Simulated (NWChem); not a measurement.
Species: isobutene (C₄H₈); SMILES C(=C)(C)C

Program: NWChem. Structure relaxed at the PBE0/def2-SVP level. Vertical excitations in the gas phase.

### Question
Estimate the computed values for Hartree-Fock/def2-SVP, CIS. Quantities: lowest excitation, singlet (eV); oscillator strength of that lowest state; lowest state with f > 0.02, singlet (eV); oscillator strength of that bright state; orbital gap (eV).

### Answer
```json
{
  "lowest excitation, singlet (eV)": "8.09",
  "oscillator_strength_of_that_lowest_state": "0.746",
  "lowest state with f > 0.02, singlet (eV)": "8.09",
  "oscillator_strength_of_that_bright_state": "0.746",
  "orbital gap (eV)": "14.13"
}
```
